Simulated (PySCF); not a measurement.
# NaCl: magnetic properties

One table from this session's results is given with a row withheld; the runs are named, their logs left out.

Programs: PySCF 2.14.0, with routines of our own; each step states its level. All values are computed. Atoms count from 0.

### The starting structure

2 atoms, charge 0, multiplicity 1; geometry from: GFN2-xTB.

Set-up of the first run:

What the job is given:

```
{"job": {"xc": "PBE0", "basis": "def2-SVP", "d3": "d3bj", "grid": 1, "kind": "geom"}, "charge": 0, "multiplicity": 1}
Na     1.123767    -0.002819    -0.002929
Cl    -1.121010     0.004087    -0.011219
```

Started as:

```
$ OMP_NUM_THREADS=1 python excited_run.py task.json out
```

This one command runs all jobs of the session in turn.

Steps of the session up to this table: Relaxing the molecule at PBE0-D3(BJ)/def2-SVP; Magnetic properties: GIAO revPBE/aug-pcSseg-2; Magnetic properties: GIAO PW91/aug-pcSseg-2; Magnetic properties: GIAO B3LYP/aug-pcSseg-2; Magnetic properties: GIAO X3LYP/aug-pcSseg-2; Magnetic properties: GIAO PBE0/aug-pcSseg-2; Magnetic properties: GIAO mPW1PW91/aug-pcSseg-2; Magnetic properties: GIAO B97-2/aug-pcSseg-2; Magnetic properties: GIAO BHandHLYP/aug-pcSseg-2; Magnetic properties: GIAO HSE06/aug-pcSseg-2; Magnetic properties: GIAO CAM-B3LYP/aug-pcSseg-2; Magnetic properties: GIAO wB97X/aug-pcSseg-2; Magnetic properties: GIAO wB97X-D/aug-pcSseg-2.

One of the session's tables, all rows but one given; the rest of the session is left out.

```
                      level  gap (eV)
   GIAO revPBE/aug-pcSseg-2      2.92
     GIAO PW91/aug-pcSseg-2      2.84
    GIAO B3LYP/aug-pcSseg-2      4.34
    GIAO X3LYP/aug-pcSseg-2      4.36
     GIAO PBE0/aug-pcSseg-2      4.90
 GIAO mPW1PW91/aug-pcSseg-2      4.78
    GIAO B97-2/aug-pcSseg-2      4.63
GIAO BHandHLYP/aug-pcSseg-2      6.33
    GIAO HSE06/aug-pcSseg-2         ?
GIAO CAM-B3LYP/aug-pcSseg-2      6.69
    GIAO wB97X/aug-pcSseg-2      8.66
  GIAO wB97X-D/aug-pcSseg-2      7.95
```

**Question.** Estimate the row for GIAO HSE06/aug-pcSseg-2.

As computed: gap (eV): 4.22. In the column «gap (eV)» it lies between GIAO revPBE/aug-pcSseg-2 (2.92) and GIAO B3LYP/aug-pcSseg-2 (4.34).

Caveats from the session: Vibrational averaging and real surroundings are missing from these values.
